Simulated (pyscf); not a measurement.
Cl–B(Cl)–Cl (SMILES ClB(Cl)Cl) + HF (SMILES F) → HCl (SMILES Cl) + F–B(Cl)–Cl (SMILES FB(Cl)Cl) (four-centre exchange; singlet surface; B–Cl, F–H broken, Cl–H, B–F formed). PySCF, gas phase, ωB97X-D3(BJ)/def2-SVP geometries. Correlated levels are frozen-core, on RHF or UHF. ΔMP2 is the change of the MP2 total energy from the triple- to the quadruple-zeta basis. Energies in eV from the separated reactants.

| level | barrier | reaction energy |
|---|---|---|
| ωB97X-D3(BJ)/def2-TZVP | 0.69 | -0.60 |
| PBE/def2-TZVP | 0.50 | -0.61 |
| r²SCAN/def2-TZVP | ? | -0.67 |
| B3LYP-D3(BJ)/def2-TZVP | 0.70 | -0.66 |
| PBE0-D3(BJ)/def2-TZVP | 0.59 | -0.59 |
| ωB97M-D3(BJ)/def2-TZVP | 0.66 | -0.67 |
| CCSD(T)/def2-TZVPP + ΔMP2(QZVPP) | ? | ? |

What belongs in the gaps?


- r²SCAN/def2-TZVP, barrier: 0.52
- CCSD(T)/def2-TZVPP + ΔMP2(QZVPP), barrier: 0.81
- CCSD(T)/def2-TZVPP + ΔMP2(QZVPP), reaction energy: -0.58

Of the functionals in the table, B3LYP-D3(BJ) is closest to CCSD(T)/def2-TZVPP + ΔMP2(QZVPP) in the barrier (0.11 eV apart) and PBE least close (0.31 eV); that level has limits of its own. One saddle was located; it need not be the lowest between these sides. The CCSD(T) − MP2 part came from Ansatz, without density fitting, on the same reference.
